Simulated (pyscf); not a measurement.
# Four-centre exchange: `[OH][SiH3]` + `[OH2]` → `[OH2]` + `[OH][SiH3]`

Gas phase, singlet surface, charge 0. Bonds broken: O1–Si2, O7–H8. Bonds formed: O1–H8, Si2–O7. Optimised with ωB97X-D3(BJ)/def2-SVP in PySCF. Correlated levels are frozen-core, on RHF or UHF. ΔMP2 is the change of the MP2 total energy from the triple- to the quadruple-zeta basis.

Transition state (Å):

```xyz
9

O     -0.1569    -1.1542    -0.5437
Si    -0.9013     0.5790    -0.1936
H     -0.7236    -1.8720    -0.8537
H     -1.8720     1.0442    -1.2244
H     -1.8263    -0.0899     0.8049
H     -0.3183     1.6292     0.7072
O      0.5752     0.7491    -1.3820
H      0.4877    -0.5477    -1.2252
H      1.3329     1.2239    -1.0210
```

One imaginary mode, 856i cm⁻¹; descent along it reached the two sides named, in the forms told below.

```tsv
bond	change	reactant side (Å)	saddle	product side
O1–Si2	breaks	1.690	1.919	2.9
O7–H8	breaks	0.970	1.309	1.958
O1–H8	forms	1.958	1.117	0.970
Si2–O7	forms	2.9	1.903	1.690
```

Electronic energies relative to the separated reactants (kcal/mol):

```json
[
 {"level": "ωB97X-D3(BJ)/def2-TZVP", "barrier": "25.0", "reaction energy": "0.0", "reverse barrier": "25.0"},
 {"level": "PBE/def2-TZVP", "barrier": "20.7", "reaction energy": "0.0", "reverse barrier": "20.7"},
 {"level": "r²SCAN/def2-TZVP", "barrier": "22.3", "reaction energy": "0.0", "reverse barrier": "22.3"},
 {"level": "B3LYP-D3(BJ)/def2-TZVP", "barrier": "25.4", "reaction energy": "0.0", "reverse barrier": "25.4"},
 {"level": "PBE0-D3(BJ)/def2-TZVP", "barrier": "22.7", "reaction energy": "0.0", "reverse barrier": "22.7"},
 {"level": "M06-2X/def2-TZVP", "barrier": "24.5", "reaction energy": "0.0", "reverse barrier": "24.5"},
 {"level": "ωB97M-D3(BJ)/def2-TZVP", "barrier": "24.7", "reaction energy": "0.0", "reverse barrier": "24.7"},
 {"level": "HF/def2-TZVP", "barrier": "42.5", "reaction energy": "0.0", "reverse barrier": "42.5"},
 {"level": "MP2/def2-QZVPP", "barrier": "26.7", "reaction energy": "0.0", "reverse barrier": "26.7"},
 {"level": "CCSD/def2-TZVPP", "barrier": "30.2", "reaction energy": "0.0", "reverse barrier": "30.2"},
 {"level": "CCSD(T)/def2-TZVPP", "barrier": "27.7", "reaction energy": "0.0", "reverse barrier": "27.7"},
 {"level": "CCSD(T)/def2-TZVPP + ΔMP2(QZVPP)", "barrier": "28.1", "reaction energy": "0.0", "reverse barrier": "28.1"}
]
```

With CCSD(T)/def2-TZVPP + ΔMP2(QZVPP) energies and thermal terms (ideal gas, 1 atm, RRHO with modes under 100 cm⁻¹ raised to 100, one conformer, R ln 2 for rigid chiral ones), in kcal/mol:

```
T (K)   ΔH‡   ΔG‡   ΔH   ΔG
-----  ----  ----  ---  ---
298    27.3  38.1  0.0  0.0
600    27.2  49.1  0.0  0.0
900    27.7  59.9  0.0  0.0
1200   28.5  70.5  0.0  0.0
```

On the reactant side the descent ends in a complex, 4.6 kcal/mol under the separated species and 29.6 kcal/mol under the saddle at ωB97X-D3(BJ)/def2-TZVP. On the product side the descent ends in a complex (not fully relaxed), 4.6 kcal/mol under the separated species and 29.6 kcal/mol under the saddle at ωB97X-D3(BJ)/def2-TZVP. This is the saddle that the search found; another between the same sides may lie lower. The CCSD(T) − MP2 part came from Ansatz, without density fitting, on the same reference.
